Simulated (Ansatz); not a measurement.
**CHCl (triplet): the correlation ladder, cc-pVTZ**

The task here is to estimate one member of a computed series from the others.

The runs use Ansatz 0.2.0, Gaussian basis; cc-pVTZ, core rule «outside noble gas», up to 6 orbitals frozen.

The runs, in order: UHF; CCSD(T) on ROHF; CCSD(T) on UHF; BCCD(T) on ROHF; CCSDT(Q) on ROHF; CCSDT(Q) on UHF; CASSCF and MRCISD+Q, 12 electrons in 9 orbitals; CASSCF and NEVPT2, 12 electrons in 9 orbitals.

4 further runs of the same task are left out: 4 set aside as unsound or not needed. Runs told in other sessions of the task aren't counted.

## The geometry

The geometry is a PBE0/def2-TZVP stationary point (not a proven minimum) of the parent state, kept for this charge and spin.

3 atoms, charge 0, spin multiplicity 3.

Atoms are counted from 1 here; the program's logs count them from 0.

Bond lengths: C1–Cl2 1.682 Å, C1–H3 1.112 Å. Angles: Cl2–C1–H3 102.4°.

The first run:

The input, in.yaml:

```yaml
crystal:
  periodic: [false, false, false]
  atoms:
    - {symbol: C, position_ang: [0.000000, -0.159533, 1.214848]}
    - {symbol: Cl, position_ang: [0.000000, 0.028656, -0.456279]}
    - {symbol: H, position_ang: [0.000000, 0.893064, 1.572802]}
basis:
  gaussian: {orbitals: cc-pVTZ}
magnetization: {spin_polarized: true, initial_magnetization: 2}
hamiltonian: {xc: hf}
output: {orbitals: {seedname: orbitals}}
```

Run with:

```sh
$ ansatz run in.yaml --threads 1 --pin off --events-out ev --progress --plain --max-ram 4096MiB --backend cpu
```

Steps of the session up to this table: UHF; CCSD(T) on ROHF; CCSD(T) on UHF; BCCD(T) on ROHF; CCSDT(Q) on ROHF; CCSDT(Q) on UHF; CASSCF and MRCISD+Q, 12 electrons in 9 orbitals; CASSCF and NEVPT2, 12 electrons in 9 orbitals.

One of the session's tables, all rows but one given; the rest of the session is left out.

It belongs to the step «Misses and costs». 

| method | from UCCSDT(Q) (meV) |
| --- | --- |
| ROHF | +9556.6 |
| UHF | +9393.5 |
| RMP2 | +1251.5 |
| UMP2 | +1252.5 |
| RCCSD | +433.0 |
| UCCSD | +429.4 |
| RCCSD(T) | +49.7 |
| UCCSD(T) | +50.2 |
| BCCD(T) | +46.2 |
| RCCSDT | +19.6 |
| UCCSDT | +18.7 |
| RCCSDT(Q) | +3.9 |
| UCCSDT(Q) | 0 |
| CASSCF valence | +8237.4 |
| NEVPT2 valence | ? |
| MRCISD valence | +878.4 |
| MRCISD+Q valence | +188.1 |

**Question.** Estimate the row for NEVPT2 valence.

**Answer.** from UCCSDT(Q) (meV): +1784.2. In the column «from UCCSDT(Q) (meV)» it lies between UMP2 (+1252.5) and CASSCF valence (+8237.4).

Caveats from the session: Restricted and unrestricted rows rest on different reference determinants; a gap between their highest levels can come from leftover correlation error, from unlike frozen cores or from another state.
